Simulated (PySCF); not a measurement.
C3H4F2O.
SMILES: `CC(=O)C(F)F`

Computed, not measured: EOM-IP-CCSD/aug-cc-pVDZ in PySCF, restricted Hartree–Fock reference, frozen core, non-relativistic, gas phase, PBE0-D3(BJ)/def2-SVP geometry.

Hartree–Fock orbital energies give these Koopmans values (eV): HOMO 12.10, HOMO-1 14.29, HOMO-2 15.22, HOMO-3 16.13, HOMO-4 16.61, HOMO-5 17.38, HOMO-6 17.83, HOMO-7 18.35.

What vertical ionisation energies does EOM-IP-CCSD give?

```tsv
leading hole (HF orbital)	Koopmans (eV)	EOM-IP-CCSD (eV)	change (eV)	one-hole share
HOMO	12.10	10.36	-1.74	0.95
HOMO-1	14.29	13.61	-0.68	0.95
HOMO-2	15.22	13.65	-1.57	0.95
HOMO-3	16.13	14.71	-1.42	0.96
HOMO-6	17.83	15.10	-2.73	0.95
HOMO-4	16.61	15.47	-1.14	0.95
HOMO-5	17.38	15.51	-1.87	0.95
HOMO-7	18.35	16.11	-2.24	0.94
```

Does the order of the lines follow the orbital energies?

No: the HOMO-6 hole (15.10 eV) falls below the HOMO-4 hole (15.47 eV); the HOMO-6 hole (15.10 eV) falls below the HOMO-5 hole (15.51 eV). The corrections run from -2.73 to -0.68 eV, with a mean of -1.67 eV over the 8 lines; no line lies above its Koopmans value.

At what kinetic energies would He II light (40.81 eV) eject these electrons?

30.45 eV (HOMO), 27.20 eV (HOMO-1), 27.16 eV (HOMO-2), 26.10 eV (HOMO-3), 25.71 eV (HOMO-6), 25.34 eV (HOMO-4), 25.30 eV (HOMO-5), 24.70 eV (HOMO-7).

Lines less than 0.15 eV apart could change places at a higher level. One root was sought for each valence orbital with −ε under 21 eV, eight at most, so deeper holes and satellites are missing; no vibrational structure.

The values belong to the conformer `[CH3:1][C:2](=[O:3])[CH:4]([F:5])[F:6]`: C1–C2–C4–F5 -62°.
